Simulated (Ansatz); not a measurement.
## Two structures, one formula

The two ends of one reaction step of CH$_{2}$O, closed shell (PBE0-D4/def2-TZVP).

A:

```
4
angstrom
H 0.1314 -1.3316 -0.1464
O -0.3728 -0.5120 -0.0429
C 0.4620 0.4840 0.0372
H -0.2206 1.3596 0.1522
```

B:

H1  (0.914, -0.625, -0.095)
O2  (-1.094, -0.469, -0.016)
C3  (0.004, 0.002, 0.000)
H4  (0.176, 1.092, 0.111)
(Å)

Computed with Ansatz 0.2.0 (basis: def2-TZVPP); correlated methods freeze the cores. B3LYP uses VWN-RPA correlation.

Problem. Which structure is lower at CCSD(T), and by how much? (Judge from chemistry; the value comes from the calculation.)

Solution. By the calculation: B, by 2.232 eV (electronic energy, against the other). By their contacts, A is CH₂O ([CH][OH]) and B is CH₂O ([CH2][O]).

All methods give the same order:

| method | E(B) − E(A) (eV) |
| --- | --- |
| SPW92 | -2.333 |
| PBE-D4 | -2.329 |
| BLYP-D4 | -2.302 |
| r2SCAN-D4 | -2.335 |
| B97M-V | -2.252 |
| PBE0-D4 | -2.295 |
| B3LYP-D4 | -2.281 |
| r2SCAN0-D4 | -2.295 |
| BHLYP-D4 | -2.225 |
| CAM-B3LYP-D4 | -2.251 |
| wB97X-V | -2.222 |
| wB97M-V | -2.169 |
| B2PLYP | -2.313 |
| PBE-QIDH | -2.318 |
| RPA on PBE | -2.136 |
| HF | -2.082 |
| MP2 | -2.407 |
| CCSD | -2.209 |
| CCSD(T) | -2.232 |

The T1 diagnostic stays at or below 0.018. The restricted Hartree–Fock reference is unstable towards an unrestricted one at one or more of these structures.

Labels in which every atom is bracketed show which atoms are joined, not bond orders.

For scale, one of the runs: CCSD(T)/def2-TZVPP, 90 basis functions, launched by `ansatz run in.yaml --threads 2 --pin off --events-out ev --progress --plain --max-ram 4352MiB`. The run took about 1.2 s on 2 CPU threads of an Intel Xeon Platinum 8488C (shared host).
